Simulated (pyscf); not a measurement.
This saddle point was located with ωB97X-D3(BJ)/def2-SVP in PySCF.

```xyz
7

O     -0.9300    -1.3269    -0.9539
Si    -0.7806     0.2385    -0.3809
H     -0.0962    -1.7410    -1.1994
H     -2.2524     0.4755     0.0559
H     -0.6968     0.4846     1.1935
H     -0.7695     1.3476    -1.3942
H      0.7516     0.3281    -0.0823
```
Charge 0, spin multiplicity 2.

Surface: doublet, charge 0. Lowest wavenumbers (cm⁻¹): 465i, 291, 357, 486, 626.

Q: Which two sides does it connect, and which bonds change?

A: silanol (HO–SiH₃) + H atom (H•) <-> silanol (HO–SiH₃) + H atom (H•), a substitution at Si read from left to right: H–Si broken and H–Si formed. At CCSD(T)/def2-TZVPP + ΔMP2(QZVPP) it lies +57.8 kJ/mol from the left side and +57.8 kJ/mol from the right (each side as separated species at their lowest minima found). The same reactants have a lower exit, to HO–SiH₂• + H₂ (barrier +20.4 kJ/mol at ωB97M-D3(BJ), against +47.8 kJ/mol here). One saddle was located; it need not be the lowest between these sides. The angle at the attacked Si is 150°. The CCSD(T) − MP2 part came from Ansatz, without density fitting, on the same reference.
